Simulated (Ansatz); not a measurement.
# BH2Cl+ (doublet): the correlation ladder, cc-pVTZ

How much of the correlation energy of BH2Cl+ (doublet) does each wave-function method recover here?

Computed with Ansatz 0.2.0, Gaussian basis. Level: cc-pVTZ, core rule «outside noble gas», up to 6 orbitals frozen.

To be run: UHF; CCSD(T) on ROHF; CCSD(T) on UHF; BCCD(T) on ROHF; CCSDT(Q) on ROHF; CCSDT(Q) on UHF.

### 1 The geometry

The geometry is a PBE0/def2-TZVP stationary point (not a proven minimum) of the parent state, kept for this charge and spin.

4 atoms, charge 1, spin multiplicity 2.

Atoms are counted from 1 here; the program's logs count them from 0.

Bond lengths: B1–Cl2 1.733 Å, B1–H3 1.190 Å, B1–H4 1.190 Å. Angles: Cl2–B1–H3 118.1°, Cl2–B1–H4 118.1°, H3–B1–H4 123.8°.

In the tables R marks a restricted open-shell determinant and U an unrestricted one; correlation energies count from the lowest restricted Hartree-Fock solution.

### 2 UHF

in.yaml reads:

```yaml
crystal:
  periodic: [false, false, false]
  atoms:
    - {symbol: B, position_ang: [0.000000, 0.000000, 1.249289]}
    - {symbol: Cl, position_ang: [0.000000, 0.000000, -0.483890]}
    - {symbol: H, position_ang: [0.000000, 1.049651, 1.810265]}
    - {symbol: H, position_ang: [0.000000, -1.049651, 1.810265]}
basis:
  gaussian: {orbitals: cc-pVTZ}
total_charge: 1
magnetization: {spin_polarized: true, initial_magnetization: 1}
hamiltonian: {xc: hf}
output: {orbitals: {seedname: orbitals}}
```

Run with:

```sh
> ansatz run in.yaml --threads 1 --pin off --events-out ev --progress --plain --max-ram 4096MiB --backend cpu
```

Further steps of the session: CCSD(T) on ROHF; CCSD(T) on UHF; BCCD(T) on ROHF; CCSDT(Q) on ROHF; CCSDT(Q) on UHF.

Q: Predict the results of all the runs planned. Wanted: correlation energy, UCCSDT(Q); RMP2 from UCCSDT(Q); UMP2 from UCCSDT(Q); RCCSD from UCCSDT(Q); RCCSD(T) from UCCSDT(Q); UCCSD(T) from UCCSDT(Q); RCCSDT(Q) from UCCSDT(Q); T1 diagnostic.

As calculated:

| quantity | value |
| --- | --- |
| correlation energy, UCCSDT(Q) | -8.5782 eV |
| RMP2 from UCCSDT(Q) | +1441.2 meV |
| UMP2 from UCCSDT(Q) | +1458.8 meV |
| RCCSD from UCCSDT(Q) | +388.4 meV |
| RCCSD(T) from UCCSDT(Q) | +64.2 meV |
| UCCSD(T) from UCCSDT(Q) | +64.7 meV |
| RCCSDT(Q) from UCCSDT(Q) | +2.7 meV |
| levels of the table within 1 kcal/mol (43 meV) | RCCSDT, UCCSDT, RCCSDT(Q) |
| T1 diagnostic | 0.047 |

What this shows: RCCSD(T) misses by +64.2 meV, 0.7 % of the correlation energy. These misses are within one basis, not against nature; the frozen cores of restricted and unrestricted runs differ, which can shift their rows.
